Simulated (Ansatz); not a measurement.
```xyz
21

C    -2.410    1.547    1.494
C    -1.049    1.465    0.823
C    -0.672    0.047    0.430
C     0.658   -0.056   -0.300
O     0.655    0.711   -1.494
C     1.052   -1.501   -0.570
C     2.421   -1.641   -1.210
H    -3.199    1.186    0.828
H    -2.658    2.574    1.773
H    -2.443    0.939    2.402
H    -1.030    2.100   -0.067
H    -0.281    1.864    1.496
H    -1.457   -0.380   -0.212
H    -0.636   -0.587    1.323
H     1.436    0.411    0.317
H    -0.021    0.348   -2.075
H     0.286   -1.953   -1.215
H     1.018   -2.055    0.374
H     2.475   -1.076   -2.142
H     3.202   -1.258   -0.547
H     2.653   -2.686   -1.429
```

The species carries charge 0 and has multiplicity 1.

Task: List the ωB97M-V/def2-TZVPP orbital energies in eV (Ansatz 0.2.0). (Estimate.)

Result: Computed: Occupied: -525.89, -282.63, -281.27, -281.21, -281.13, -281.00, -280.95, -31.30, -25.16, -24.32, -22.59, -20.63, -19.35, -18.95, -16.20, -15.81, -15.41, -15.08, -14.07, -13.97, -13.28, -12.86, -12.70, -12.09, -11.85, -11.66, -11.45, -11.15, -10.11. Lowest empty: 2.38, 2.99, 3.11, 3.63, 3.75, 4.39, 4.56, 4.73.
